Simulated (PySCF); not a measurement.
Compound: 1,2-difluoroethane, C2H4F2.
Bonds: F1–C2, C2–C3, C3–F4. Hydrogens: H5, H6 on C2; H7, H8 on C3.

The same species was optimised twice, with GFN2-xTB and with PBE0-D3(BJ)/def2-SVP (PySCF), and the same property calculations (PySCF, gas phase) were run on both structures.

| coordinate | GFN2-xTB | PBE0-D3(BJ)/def2-SVP | change |
| --- | --- | --- | --- |
| C2–C3 (Å) | 1.522 | 1.501 | -0.021 |
| F1–C2–C3–F4 (°) | 86 | 69 | -17 |

Rotational constants: A = 19378, B = 4602, C = 4247 MHz (GFN2-xTB) against A = 17542, B = 5074, C = 4429 MHz (PBE0-D3(BJ)/def2-SVP). Point groups within 0.08 Å: C2 and C2. End groups have turned between the structures, so F1, F4, H5, H6, H7, H8 are left out of the comparison.

On the GFN2-xTB structure: HOMO (eV) -9.38 [PBE0/pcSseg-1]; LUMO (eV) 1.57 [PBE0/pcSseg-1]; dipole (D) 2.42 [PBE0/pcSseg-1]; GIAO shielding of F1/F4 (mean) (ppm) 414.2 [PBE0/pcSseg-1]; GIAO shielding of C2/C3 (mean) (ppm) 98.2 [PBE0/pcSseg-1].

Question: What do these properties become on the PBE0-D3(BJ)/def2-SVP structure?

Answer: 
```csv
property,level,on GFN2-xTB,on PBE0-D3(BJ)/def2-SVP,change
HOMO (eV),PBE0/pcSseg-1,-9.38,-9.43,-0.05
LUMO (eV),PBE0/pcSseg-1,1.57,1.48,-0.09
dipole (D),PBE0/pcSseg-1,2.42,2.71,+0.29
"energy, GFN2-xTB geometry as zero (kcal/mol)",PBE0/pcSseg-1,0.0,-0.9,-0.9
GIAO shielding of F1/F4 (mean) (ppm),PBE0/pcSseg-1,414.2,418.0,+3.8
GIAO shielding of C2/C3 (mean) (ppm),PBE0/pcSseg-1,98.2,100.5,+2.3
```

The heavy atoms differ by 0.094 Å rms after alignment. Among the bonds compared C2–C3 changes most (-0.021 Å). Changes are differences of the printed values. Neither structure is proved a minimum here.

Shape of the structure used: `[F:1][CH2:2][CH2:3][F:4]`: F1–C2–C3–F4 69°.
